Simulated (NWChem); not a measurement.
A convergence study on BH5S (SMILES [BH3-][SH2+])

BH5S: 7 atoms, total charge 0, spin state singlet. As SMILES, `[BH3-][SH2+]`. The coordinates come from a PBE0-D4/def2-TZVP relaxation.

```xyz
7

B    -0.5256   -0.4615   -0.5043
S     0.5686    0.9776    0.2909
H    -1.6232    0.0364   -0.4315
H    -0.3444   -1.4476    0.1597
H    -0.0754   -0.4821   -1.6245
H     0.2860    0.9038    1.6049
H     1.7754    0.4055    0.4589
```

Program: NWChem 7.3.0. Method: HF. Swept: basis set. Watched: the vertical ionisation energy (to the doublet cation). Each run: energy. Hardware: 1 thread of AMD EPYC 7R43 (Zen 3), shared host.

The last row is the best point of the sweep, not the limit.

| basis set | basis functions | value (eV) | from the best (eV) | wall time |
| --- | --- | --- | --- | --- |
| def2-SVP | 57 | 10.3813 | +0.0366 | 12 s |
| def2-SVPD | 87 | 10.3688 | +0.0240 | 35 s |
| def2-TZVP | 98 | 10.3474 | +0.0027 | 75 s |
| def2-TZVPD | 128 | 10.3447 | 0.0000 | 2.8 min |

Over the sweep the value spans 0.0366 eV.
